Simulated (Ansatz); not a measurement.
Two isomers of C2H5NO: A = `C=NCO`, B = `C1NCO1`.

Gas-phase electronic energies from Ansatz, PBE0-D4/def2-TZVP geometries. CCSD(T)/CBS is the MP2 limit (def2-TZVPP, def2-QZVPP) plus CCSD(T) − MP2 in def2-TZVPP, frozen cores. DFT in def2-TZVPP. B3LYP here is the variant with VWN-RPA as its local correlation; programs differ in this. Each species was taken in one conformer, which may not be the lowest.

(1) Which is lower in electronic energy at CCSD(T)/CBS, and by how much? (Estimate.)

(2) Give E(B) − E(A) in kJ/mol with CCSD(T)/def2-TZVPP, HF/def2-TZVPP, B3LYP, B3LYP-D4, PBE-D4, B2PLYP, MP2/def2-TZVPP. (Estimate.)

(3) Does the order hold for the free energy at 298.15 K (harmonic terms from PBE0-D4)? (Estimate.)

Largest T1 diagnostic: 0.012.

Results:

(1) The calculation gave: A, by 64.7 kJ/mol.

(2) Computed: CCSD(T)/def2-TZVPP 63.8, HF/def2-TZVPP 65.2, B3LYP 71.0, B3LYP-D4 70.1, PBE-D4 58.2, B2PLYP 69.1, MP2/def2-TZVPP 61.9. None reverses the order clearly.

(3) Ansatz gave: Yes: G(B) − G(A) = +73.2 kJ/mol, for one conformer each.

From PBE to PBE0 (25 % exact exchange), in def2-TZVPP and without D4, E(B) − E(A) moves by −9.2 kJ/mol. Leaving LDA and LC-ωPBE aside and taking each functional with its dispersion term where it has one, the values, not all of them listed here, spread over 31.2 kJ/mol, from ωB97X-V to BLYP-D4. LDA lies −14.9 kJ/mol from PBE without D4.
